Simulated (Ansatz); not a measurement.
This geometry of H₃O₂Si (6 atoms, charge 0, multiplicity 2) is a first-order saddle point.

Theory: UHF/def2-SVP (Ansatz 0.2.0).

```xyz
6
Properties=species:S:1:pos:R:3
O -1.206 -0.250 -0.367
Si 0.366 0.232 -0.542
O 1.206 -0.096 0.839
H -1.504 -1.075 -0.715
H 0.373 1.691 -0.785
H 0.766 -0.502 1.570
```

(1) Which two structures does it join? (They come from a converged band through this point; their orientation in space is the band's.)

(2) How far does it lie above each of them?

Results:

(1) No bond is made or broken. The dihedral H5–Si2–O3–H6 goes from 167 to 55°.

Initial state:

```xyz
6
Properties=species:S:1:pos:R:3
O -1.167 -0.473 -0.220
Si 0.367 0.099 -0.454
O 1.073 0.242 1.023
H -1.646 -0.857 -0.937
H 0.380 1.452 -1.059
H 0.993 -0.463 1.647
```

Final state:

```xyz
6
Properties=species:S:1:pos:R:3
O -1.245 -0.151 -0.599
Si 0.360 0.234 -0.554
O 1.124 -0.477 0.725
H -1.512 -1.046 -0.736
H 0.402 1.710 -0.450
H 0.871 -0.270 1.613
```

(2) 0.033 eV above the first and 0.025 eV above the second. This is the barrier of this one path; another mechanism may lie lower.

Time of the run: 30 s on 1 CPU thread of a shared host.
